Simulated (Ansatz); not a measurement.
Basis sets compared for the cluster MgSi₂. Total charge 0; singlet. Geometry r2SCAN-D4/def2-TZVP. Ansatz on 2 threads of Arm Neoverse V2 on a shared host; times are rough, and most runs start from earlier orbitals.

```xyz
3

Mg   -0.731   -0.196   -1.296
Si    1.054    0.792    0.156
Si   -0.323   -0.596    1.140
```

The structure comes from a short search, and lower isomers may exist.

Binding counts from free atoms (Mg singlet, Si triplet) in the same basis, without a counterpoise term.

```
                          level  functions  energy (Eh)  HOMO (eV)  LUMO (eV)  binding per atom (eV)  wall time
                PBE-D4/def2-SVP         54    -778.3173      -4.59      -3.80                   1.79     0.55 s
               PBE-D4/def2-TZVP        106    -778.5886      -4.56      -3.77                   1.81     0.85 s
            r2SCAN-D4/def2-TZVP        106    -778.9099      -4.68      -3.69                   1.76      1.9 s
               PBE0-D4/def2-SVP         54    -778.3774      -5.41      -3.23                   1.67     0.65 s
PBE0-D4/def2-TZVP (with forces)        106    -778.6470      -5.38      -3.18                   1.70      1.6 s
```

(1) Estimate the rows for PBE-D4/def2-TZVPD, r2SCAN-D4/def2-TZVPD, PBE0-D4/def2-TZVPD.

Results:

(1) 
| level | functions | energy (Eh) | HOMO (eV) | LUMO (eV) | binding per atom (eV) | wall time |
| --- | --- | --- | --- | --- | --- | --- |
| PBE-D4/def2-TZVPD | 121 | -778.5892 | -4.58 | -3.78 | 1.82 | 1.4 s |
| r2SCAN-D4/def2-TZVPD | 121 | -778.9104 | -4.69 | -3.69 | 1.77 | 2.2 s |
| PBE0-D4/def2-TZVPD | 121 | -778.6476 | -5.40 | -3.18 | 1.70 | 1.3 s |
